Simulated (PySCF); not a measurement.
Compound: C5H13N.
Geometry (GFN2-xTB, Å), atoms numbered from 1 in this order:
```
atom  x, y, z in Å
C1    -1.8431   -1.4100    0.1780
C2    -1.4436   -0.0079   -0.2721
N3    -0.1245    0.3598    0.2202
C4     0.0356    1.7946    0.3165
C5     0.9516   -0.2476   -0.5470
C6     2.2345   -0.3654    0.2702
H7    -2.8805   -1.6009   -0.0856
H8    -1.7320   -1.4911    1.2555
H9    -1.2269   -2.1732   -0.2896
H10   -2.1605    0.7023    0.1476
H11   -1.5061    0.0658   -1.3725
H12    1.0039    2.0187    0.7581
H13   -0.0264    2.2991   -0.6625
H14   -0.7368    2.2018    0.9678
H15    0.6368   -1.2521   -0.8336
H16    1.1515    0.3187   -1.4754
H17    2.6757    0.6079    0.4670
H18    2.0185   -0.8458    1.2204
H19    2.9625   -0.9653   -0.2706
```

PySCF, density fitting, gas phase, GFN2-xTB geometry. The standard run uses grid level 2 after a coarse-grid start, the def2-universal JK fitting basis (with tight functions added where the orbital basis needs them), an energy threshold of 1e-9 Eh and DIIS. The changed runs have no coarse-grid stage.

**Question.** Standard PBE0/def2-SVPD: E = -252.620136 Eh, HOMO -6.077 eV, LUMO 0.850 eV, dipole 0.532 D, 12 cycles (coarse-grid cycles included). What changes at PBE0/def2-SVPD with: damping 0.1 at the start, DIIS from the seventh cycle?

**Answer.** E = -252.620136 Eh (0.000 mEh), HOMO -6.076 eV (+0.001), LUMO 0.850 eV (0.000), dipole 0.532 D (0.000), 14 SCF cycles. The result matches the standard run within 0.02 mEh and 0.003 eV; such settings steer the iterations and don't enter the energy expression.

The cycles:
```
cycle   1  E = -252.5785845614  dE =  3.513e-01  |g| = 3.792e-01  |ddm| = 5.904e+00
cycle   2  E = -252.5877897214  dE = -9.205e-03  |g| = 3.502e-01  |ddm| = 1.229e+00
cycle   3  E = -252.5884143231  dE = -6.246e-04  |g| = 3.535e-01  |ddm| = 1.022e+00
cycle   4  E = -252.5825060752  dE =  5.908e-03  |g| = 3.874e-01  |ddm| = 1.132e+00
cycle   5  E = -252.5722639427  dE =  1.024e-02  |g| = 4.508e-01  |ddm| = 1.246e+00
cycle   6  E = -252.5079458982  dE =  6.432e-02  |g| = 6.844e-01  |ddm| = 1.906e+00
cycle   7  E = -252.3827696060  dE =  1.252e-01  |g| = 1.041e+00  |ddm| = 2.494e+00
cycle   8  E = -252.6192241257  dE = -2.365e-01  |g| = 5.775e-02  |ddm| = 1.308e+00
cycle   9  E = -252.6199014172  dE = -6.773e-04  |g| = 3.209e-02  |ddm| = 1.198e-01
cycle  10  E = -252.6201347920  dE = -2.334e-04  |g| = 1.778e-03  |ddm| = 4.430e-02
cycle  11  E = -252.6201354454  dE = -6.533e-07  |g| = 1.020e-03  |ddm| = 6.207e-03
cycle  12  E = -252.6201357049  dE = -2.596e-07  |g| = 1.719e-04  |ddm| = 2.131e-03
cycle  13  E = -252.6201357125  dE = -7.575e-09  |g| = 4.511e-05  |ddm| = 6.175e-04
cycle  14  E = -252.6201357131  dE = -5.455e-10  |g| = 8.793e-06  |ddm| = 1.380e-04
```
